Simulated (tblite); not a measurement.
C4H5OP.
Numbering: `[CH2:1]=[CH:2][CH2:3][P:4]=[C:5]=[O:6]` (hydrogens: H7, H8 on C1; H9 on C2; H10, H11 on C3)

Geometry (GFN2-xTB, Å), atoms numbered from 1 in this order:
```xyz
11
C4H5OP angstrom
C     -1.6821    0.7079    0.3825
C     -0.6314    0.3514   -0.3357
C      0.0166   -0.9818   -0.2519
P      1.6288   -0.9067    0.7621
C      2.4049    0.1862   -0.1842
O      3.0613    0.9544   -0.7601
H     -2.1465    0.0298    1.0796
H     -2.1210    1.6868    0.2992
H     -0.1718    1.0522   -1.0208
H      0.2614   -1.3818   -1.2367
H     -0.6149   -1.6958    0.2800
```

All values are computed: GFN2-xTB (tblite) harmonic vibrations without scaling, gas phase. This tight-binding method is rough: wavenumbers can miss measured ones by several per cent, in bad cases by 10 to 20. One conformer, not necessarily the lowest.

Harmonic wavenumbers (cm⁻¹): 32.8, 88.0, 103.7, 240.4, 345.7, 403.9, 464.3, 582.7, 710.7, 815.8, 867.2, 894.7, 945.6, 1011.4, 1053.7, 1157.1, 1191.3, 1290.2, 1400.0, 1434.1, 1698.1, 2058.2, 2966.3, 2976.3, 3055.2, 3102.3, 3134.4.

A = 5012, B = 1821, C = 1477 MHz; mass 100.008 u (most abundant isotopes); point group C1, symmetry number 1.

Q: Zero-point energy?

A: Half the sum of the wavenumbers: 17012 cm⁻¹ = 48.64 kcal/mol.

Q: Give the ideal-gas entropy at 200 K and 1 bar in the rigid-rotor, harmonic-oscillator model (classical rotation).

A: Translation 37.76, rotation 26.38, vibration 13.29: S = 77.4 cal/(mol K).

Q: And Cp and H(200 K) − H(0)?

A: Cp = 20.06 cal/(mol K), of which vibrations give 12.11 (their classical limit is 27 R = 53.7); H(200 K) − H(0) = 2.91 kcal/mol without the zero-point energy, 1.32 from vibrations.

Q: What must be added to the electronic energy to get the Gibbs energy at 200 K and 1 bar?

A: ZPE + [H(200 K) − H(0)] − T·S = 48.64 + 2.91 − 15.49 = 36.06 kcal/mol.

Q: Blend soft modes into free rotors: weight 1/[1 + (100 cm⁻¹/ν̃)⁴] for the oscillator and the rest for a rotor with moment μB/(μ + B), μ = h/(8π²ν), B = 10⁻⁴⁴ kg m². What vibrational entropy results?

A: 11.72 cal/(mol K) in place of 13.29, which changes −T·S at 200 K by +0.31 kcal/mol.

Hindered rotation and anharmonicity are outside this model. Other conformers, if any are populated, would add a mixing term that is left out. The structure is chiral; the term R ln 2 for an equal mix with its mirror image is left out.
